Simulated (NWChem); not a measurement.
# UPBE/6-311+G(d,p) run of CF3 (trifluoromethyl radical)

What is the vertical ionisation energy of CF3 (trifluoromethyl radical) at UPBE/6-311+G**? 

The calculation is run with NWChem 7.3.0.

**1. The molecule**

CF3: 4 atoms, total charge 0, spin state doublet. As SMILES, `F[C](F)F`. The coordinates come from a PBE0-D4/def2-TZVP relaxation.

Bond lengths: F1–C2 1.313 Å, C2–F3 1.313 Å, C2–F4 1.313 Å. Angles: F1–C2–F3 111.4°, F1–C2–F4 111.4°, F3–C2–F4 111.4°.

**2. A single-point energy at UPBE/6-311+G(d,p)**

File work.nw:

```
start work
title "CF3"
memory 2200 mb

geometry noautosym nocenter noautoz
  F    -1.227500    0.024900    0.265400
  C    -0.039500   -0.059500   -0.286700
  F     0.658900   -1.044900    0.227300
  F     0.608100    1.079500   -0.205900
end

basis spherical bse
  * library 6-311+G**
end

dft
  xc xpbe96 cpbe96
  mult 2
  grid fine
  convergence energy 1e-08
  iterations 100
  mulliken
  noprint "final vectors analysis"
end

task dft energy
```

Started as:

```
$ nwchem work.nw > work.out
```

The log of the run:

```text
[...]
          Wavefunction type:  spin polarized.
          No. of atoms     :     4
          No. of electrons :    33
[...]
          Charge           :     0
          Spin multiplicity:     2
[...]
          AO basis - number of functions:    88
[...]
              XC Information
              --------------
          PerdewBurkeErnzerhof Exchange Functional  1.000
            Perdew 1991 LDA Correlation Functional  1.000 local
           PerdewBurkeErnz. Correlation Functional  1.000 non-local
[...]
 d= 0,ls=0.0,diis     1   -337.1719096052 -4.62D+02  1.12D-02  5.26D-01     0.8
[...]
 d= 0,ls=0.0,diis    10   -337.3513048321 -1.11D-09  2.39D-07  5.46D-10     6.4
[...]
         Total DFT energy =     -337.351304832097
      One electron energy =     -715.488812835630
           Coulomb energy =      289.997188986232
    Exchange-Corr. energy =      -36.455716540364
 Nuclear repulsion energy =      124.596035557666
[...]
      Total Density - Mulliken Population Analysis
     ---------------------------------------------
    Atom       Charge   Shell Charges
 -----------   ------   -------------------------------------------------------
    1 F    9     9.06   1.08  0.92  1.18  1.10  2.34  0.85  1.57 -0.05  0.07  0.01
    2 C    6     5.83   1.10  0.88  0.57  0.80  1.37  0.35  0.37  0.07  0.06  0.27
    3 F    9     9.06   1.08  0.92  1.18  1.10  2.34  0.85  1.57 -0.05  0.07  0.01
    4 F    9     9.06   1.08  0.92  1.18  1.10  2.34  0.85  1.57 -0.05  0.07  0.01
[...]
      <S2> =      0.7513 (Exact =     0.7500)
[...]
```

It took 7.2 s on 1 thread of AMD EPYC 9R45 (Zen 5), shared host; peak memory 0.11 GiB.

**3. The singlet cation, same level**

File cf3.nw:

```
start cf3
memory stack 880 mb heap 220 mb global 1100 mb
charge 1

geometry noautosym nocenter noautoz
  F       -1.227500       0.024900       0.265400
  C       -0.039500      -0.059500      -0.286700
  F        0.658900      -1.044900       0.227300
  F        0.608100       1.079500      -0.205900
end

basis "ao basis" spherical bse
  * library 6-311+G**
end

dft
  xc xpbe96 cpbe96
  mult 1
  grid fine
  convergence energy 1e-08
  iterations 100
  mulliken
  print low
end

task dft energy
```

Started as:

```
$ nwchem cf3.nw > cf3.out
```

The log of the run:

```text
[...]
 d= 0,ls=0.0,diis     1   -336.5588302466 -4.61D+02  2.92D-02  3.92D+00     0.6
[...]
 d= 0,ls=0.5,diis    17   -336.9561207383 -3.77D-09  5.37D-07  4.18D-09     7.8
         Total DFT energy =     -336.956120739640
      One electron energy =     -704.395222134991
           Coulomb energy =      278.830558836208
    Exchange-Corr. energy =      -35.987492998523
 Nuclear repulsion energy =      124.596035557666
[...]
      Total Density - Mulliken Population Analysis
     ---------------------------------------------
    Atom       Charge   Shell Charges
 -----------   ------   -------------------------------------------------------
    1 F    9     8.83   1.08  0.92  1.16  1.13  2.30  0.85  1.45 -0.05  0.00  0.01
    2 C    6     5.50   1.10  0.88  0.53  0.82  1.34  0.17  0.32  0.01  0.05  0.27
    3 F    9     8.83   1.08  0.92  1.16  1.13  2.30  0.85  1.45 -0.05  0.00  0.01
    4 F    9     8.83   1.08  0.92  1.16  1.13  2.30  0.85  1.45 -0.05  0.00  0.01
[...]
```

Wall time 9 s (1 thread of AMD EPYC 9R45 (Zen 5), shared host); peak memory 0.11 GiB.

**4. Outcome**

At UPBE/6-311+G**:

| quantity | value |
| --- | --- |
| doublet CF3: total energy | -337.35130 Eh |
| doublet CF3: dipole moment | 0.18 D |
| doublet CF3: ⟨S²⟩ | 0.751 |
| singlet cation: total energy | -336.95612 Eh |
| vertical ionisation energy (to the singlet cation) | 10.754 eV |

What this shows: The vertical ionisation energy comes to 10.75 eV (248 kcal/mol). Only the singlet of the ionised species was computed; a triplet could lie lower.
